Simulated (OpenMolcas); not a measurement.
**HNO (nitroxyl) at 4 levels**

Wanted: a comparison of 4 runs (HF/STO-3G, B2PLYP/STO-3G, UB3LYP/STO-3G, MP2/STO-3G) of HNO (nitroxyl). 

Program for the calculation: OpenMolcas 26.06.

5 further runs of the same task are left out: 5 that didn't finish.

### 1 The system as given

The species is HNO (3 atoms), meant as a singlet with charge 0. As SMILES, `N=O`. The N1–O2 distance was set to 2.403 Å, away from the relaxed value. At this shape a bond of the SMILES string is far longer than usual.

Bond lengths: N1–H3 1.062 Å.

### 2 A single-point energy at HF/STO-3G (run 1)

Contents of mol.inp:

```
&GATEWAY
  BASLIB
  $CurrDir
  BASISSET
  N.STO-3G....
  N1 -1.320478 0.176408 -0.695720 angstrom
  End of Basis
  BASISSET
  O.STO-3G....
  O2 0.768580 0.418030 0.466150 angstrom
  End of Basis
  BASISSET
  H.STO-3G....
  H3 -1.537178 -0.836052 -0.932320 angstrom
  End of Basis

&SEWARD

&SCF
  THRESHOLDS
  1e-10 1e-07 1e-07 1e-05
  PRORBITALS
  1 1
```

The basis set STO-3G is read from a file made from the Basis Set Exchange's data (not shown).

On the command line:

```
export MOLCAS_MEM=1860
pymolcas mol.inp > mol.log
```

The program printed:

```text
--- Start Module: gateway ---
[...]
--- Stop Module: gateway /rc=_RC_ALL_IS_WELL_ ---
--- Start Module: seward ---
[...]
      Basis functions           11
--- Stop Module: seward /rc=_RC_ALL_IS_WELL_ ---
--- Start Module: scf ---
[...]
       Convergence after  19 Iterations
[...]
::    Total SCF energy                               -127.8074443356
[...]
      Total spin, S                                     0.0000000000
[...]
      Total electronic charge=   16.000000
      Total            charge=   -0.000000
[...]
      Dipole Moment (debye):
      Origin of the operator (angstrom)=   -0.2498    0.2681   -0.1040
                   X= -5.8348E-01               Y= -1.3207E+00               Z= -4.7184E-01           Total=  1.5190E+00
      Quadrupole Moment (debye*angstrom):
[...]
--- Stop Module: scf /rc=_RC_ALL_IS_WELL_ ---
[...]
```

Run time: 1.7 s. Hardware: 1 thread of Arm Neoverse V1, shared host; peak memory 0.37 GiB.

### 3 The energy at B2PLYP/STO-3G (run 2)

Contents of mol.input:

```
* HNO Kohn-Sham DFT

&gateway
  baslib=$CurrDir
  basisset
  N.STO-3G....
  N1 -1.320478 0.176408 -0.695720 angstrom
  End of Basis
  basisset
  O.STO-3G....
  O2 0.768580 0.418030 0.466150 angstrom
  End of Basis
  basisset
  H.STO-3G....
  H3 -1.537178 -0.836052 -0.932320 angstrom
  End of Basis

&seward
  gridinput
  Grid=UltraFine
  End of Grid

&scf
  ksdft=B2PLYP_SCF
  thresholds=1e-10 1e-07 1e-07 1e-05
  prorbitals=1 1

&mbpt2
  frozen=2
```

The basis set STO-3G is read from a file made from the Basis Set Exchange's data (not shown).

On the command line:

```
export MOLCAS_MEM=1860
pymolcas mol.input > mol.log
```

The program printed:

```text
--- Start Module: gateway ---
[...]
--- Stop Module: gateway /rc=_RC_ALL_IS_WELL_ ---
[...]
      Basis functions           11
[...]
--- Start Module: scf ---
[...]
       Convergence after  23 Iterations
[...]
::    Total KS-DFT energy                            -128.1679611034
[...]
      Total spin, S                                     0.0000000000
[...]
      Total electronic charge=   16.000000
      Total            charge=   -0.000000
[...]
      Dipole Moment (debye):
      Origin of the operator (angstrom)=   -0.2498    0.2681   -0.1040
                   X= -8.9178E-01               Y= -1.3744E+00               Z= -6.4543E-01           Total=  1.7609E+00
      Quadrupole Moment (debye*angstrom):
[...]
--- Stop Module: scf /rc=_RC_ALL_IS_WELL_ ---
[...]
--- Start Module: mbpt2 ---
[...]
 ###    WARNING: MP2 implementation intended for RHF references only         ###
 ###############################################################################
MBPT2 WARNING: Reference function according to RunFile:KS-DFT
I'll assume you know what you're doing and continue
WARNING!
Default frozen orbitals as non valence orbitals is overwritten by user input.
Default values:   2
[...]
       Reference weight ( Cref**2 )         =        0.95239
::    Total MBPT2 energy                             -128.2300970570
[...]
      Total MBPT2 calculations                           0.03      0.04
--- Stop Module: mbpt2 /rc=_RC_ALL_IS_WELL_ ---
[...]
```

Run time: 4.8 s. Hardware: 1 thread of Arm Neoverse V1, shared host; peak memory 0.37 GiB.

Run 3 isn't shown in full; the table further down has it.

### 4 A single-point energy at MP2/STO-3G (run 4)

Contents of mol.input:

```
>>> EXPORT MOLCAS_PRINT=2
&GATEWAY
BasLib
$CurrDir
BasisSet
N.STO-3G....
N1 -1.320478 0.176408 -0.695720 angstrom
End of Basis
BasisSet
O.STO-3G....
O2 0.768580 0.418030 0.466150 angstrom
End of Basis
BasisSet
H.STO-3G....
H3 -1.537178 -0.836052 -0.932320 angstrom
End of Basis
&SEWARD
&SCF
Thresholds
1e-10 1e-07 1e-07 1e-05
PrOrbitals
1 1
&MBPT2
Frozen
2
```

The basis set STO-3G is read from a file made from the Basis Set Exchange's data (not shown).

On the command line:

```
export MOLCAS_MEM=1860
pymolcas mol.input > mol.log
```

The program printed:

```text
--- Start Module: gateway ---
[...]
--- Stop Module: gateway /rc=_RC_ALL_IS_WELL_ ---
[...]
      Basis functions           11
[...]
--- Start Module: scf ---
[...]
       Convergence after  19 Iterations
[...]
::    Total SCF energy                               -127.8074443356
[...]
      Total spin, S                                     0.0000000000
[...]
      Total electronic charge=   16.000000
      Total            charge=   -0.000000
[...]
      Dipole Moment (debye):
      Origin of the operator (angstrom)=   -0.2498    0.2681   -0.1040
                   X= -5.8348E-01               Y= -1.3207E+00               Z= -4.7184E-01           Total=  1.5190E+00
      Quadrupole Moment (debye*angstrom):
[...]
--- Stop Module: scf /rc=_RC_ALL_IS_WELL_ ---
--- Start Module: mbpt2 ---
[...]
WARNING!
Default frozen orbitals as non valence orbitals is overwritten by user input.
Default values:   2
[...]
       Reference weight ( Cref**2 )         =        0.98076
::    Total MBPT2 energy                             -127.8487282434
[...]
      Total MBPT2 calculations                           0.03      0.04
--- Stop Module: mbpt2 /rc=_RC_ALL_IS_WELL_ ---
[...]
```

Run time: 1.7 s. Hardware: 1 thread of Arm Neoverse V1, shared host; peak memory 0.37 GiB.

### 5 All runs side by side

```csv
run,level,frozen core orbitals,integration grid,energy (Eh),dipole moment (D) of the reference,HOMO energy (eV),LUMO energy (eV),wall time
1,HF/STO-3G,–,–,-127.807444,1.52,-9.88,5.27,1.7 s
2,B2PLYP/STO-3G,2,UltraFine,-128.184738,1.76,-5.85,0.44,4.8 s
3,UB3LYP/STO-3G,–,UltraFine,-128.538324,1.27,-3.32,0.87,27 s
4,MP2/STO-3G,2,–,-127.848728,1.52,-9.88,5.27,1.7 s
```

### 6 Summary of results

| quantity | value |
| --- | --- |
| run 4: total energy | -127.84873 Eh |
| run 4: dipole moment (mean-field density) | 1.52 D |
| run 4: HOMO energy (Hartree–Fock orbitals) | -9.88 eV |
| run 4: LUMO energy (Hartree–Fock orbitals) | 5.27 eV |
| run 4: HOMO–LUMO gap (Hartree–Fock orbitals) | 15.15 eV |
| run 4: correlation energy (2 core orbitals frozen) | -41.3 mEh |

In words: Over runs 1, 2, 3 the dipole moment (its size) runs from 1.27 D (UB3LYP/STO-3G) to 1.76 D (B2PLYP/STO-3G). A double hybrid's value is that of its SCF part. Over runs 1, 2, 3 the HOMO–LUMO gap runs from 4.19 eV (UB3LYP/STO-3G) to 15.15 eV (HF/STO-3G). For B2PLYP the log adds the whole second-order term; the table takes 0.27 of it, as the functional is defined. Totals of different functionals can't be ranked against each other. In runs 1, 2, 3, 4 the basis is minimal, so the values are rough. In runs 1, 2, 4 a closed-shell determinant meets a far-stretched bond, which it describes badly. Spin contamination of the reference: run 3 ⟨S²⟩ = 1.91. Where it is this large, the reference is a mixture of spin states, and values that rest on it are in doubt. All runs together took 36 s, the longest 27 s.
